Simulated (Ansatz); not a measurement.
**HSiC, quartet: reading a ladder of total energies**

Geometry: a PBE0/def2-TZVP stationary point for this spin, not checked as a minimum. The doublet lies 0.4 eV lower here.

```xyz
3

Si    0.0000   -0.0832    0.5272
C     0.0000    0.0762   -1.3058
H     0.0000    1.4109    0.8685
```

Basis cc-pVDZ; Ansatz 0.2.0. Only valence electrons are correlated (noble-gas cores frozen), which leaves 9 electrons in 31 orbitals. Prefix R: restricted or restricted open-shell reference; prefix U: unrestricted.

Full CI isn't at hand for all of this; UCCSDTQ serves as the reference, and is uncertain by about the last step of the cluster series.

The cluster runs stand on a determinant 0.03 eV above the lowest UHF solution, chosen by trial CCSD; the correlation energy below is counted from it.

Runs differ by some tens of microhartree through their thresholds and, for an open shell, their frozen cores, so steps under 0.03 kcal/mol mean nothing.

| level | total energy (hartree) |
| --- | --- |
| UHF determinant under the cluster runs | -327.192052 |
| UMP2 | -327.330369 |
| UCCSD | -327.370350 |
| UCCSD(T) | -327.376533 |
| UCCSDT | -327.378529 |
| UCCSDT(Q) | -327.378997 |
| UCCSDTQ | -327.379008 |

Problem. What is the correlation energy at UCCSDTQ, and what share of it do UMP2 and UCCSD(T) recover?

Solution. E(corr) = -327.379008 − (-327.192052) = -0.186956 hartree = -5.087 eV. UMP2: -0.138317 / -0.186956 = 73.98 %. UCCSD(T): -0.184481 / -0.186956 = 98.68 %.

Problem. By how many kcal/mol does UCCSD(T) miss UCCSDTQ (1 hartree = 627.509 kcal/mol), and which steps make up the rest?

Solution. -327.376533 − (-327.379008) = 0.002475 hartree = 1.55 kcal/mol. Steps: UCCSDT − UCCSD(T) = -1.25, UCCSDT(Q) − UCCSDT = -0.29, UCCSDTQ − UCCSDT(Q) = -0.01 kcal/mol. Differences between like states or geometries often cancel part of this.
